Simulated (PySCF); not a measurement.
C3H6, charge +1, multiplicity 2. Atoms are numbered in the order given.

```xyz
9

C     -1.1823     0.2154    -0.2317
C      0.0558    -0.0485     0.4608
C      1.3076    -0.1905    -0.1726
H     -1.8850    -0.6229     0.0166
H     -1.7326     1.0516     0.2547
H     -1.1067     0.3520    -1.3145
H      0.0250    -0.1494     1.5535
H      1.3768    -0.3400    -1.2547
H      2.2356    -0.1495     0.4048
```
Charge +1, spin multiplicity 2.

The structure is a stationary point at PBE-D3(BJ)/def2-TZVP. The multiplicity is an assumed one; other spin states were not compared.

The numbers are results of PBE-D3(BJ)/def2-TZVP run with PySCF, not measurements.

Frequencies are harmonic and unscaled.

| mode | ν (cm⁻¹) | IR (km/mol) | moving atoms (share of kinetic energy) |
|---|---|---|---|
| 1 | 141 | 14.0 | H 88 %, C 12 % |
| 2 | 232 | 7.5 | H 89 %, C 11 % |
| 3 | 397 | 1.0 | C 54 %, H 46 % |
| 4 | 720 | 11.7 | H 91 %, C 9 % |
| 5 | 830 | 9.4 | H 75 %, C 25 % |
| 6 | 884 | 50.7 | H 69 %, C 31 % |
| 7 | 941 | 7.4 | H 60 %, C 40 % |
| 8 | 1009 | 13.8 | H 56 %, C 44 % |
| 9 | 1165 | 87.7 | H 77 %, C 23 % |
| 10 | 1223 | 116.2 | H 57 %, C 43 % |
| 11 | 1241 | 2.3 | H 67 %, C 33 % |
| 12 | 1302 | 26.6 | H 94 % |
| 13 | 1365 | 3.4 | H 81 %, C 19 % |
| 14 | 1436 | 26.3 | H 83 %, C 17 % |
| 15 | 1506 | 6.9 | C 64 %, H 36 % |
| 16 | 2812 | 124.9 | H 94 % |
| 17 | 2893 | 95.0 | H 94 % |
| 18 | 3059 | 20.4 | H 95 % |
| 19 | 3070 | 6.7 | H 92 %, C 8 % |
| 20 | 3107 | 11.4 | H 91 %, C 9 % |
| 21 | 3170 | 17.1 | H 89 %, C 11 % |
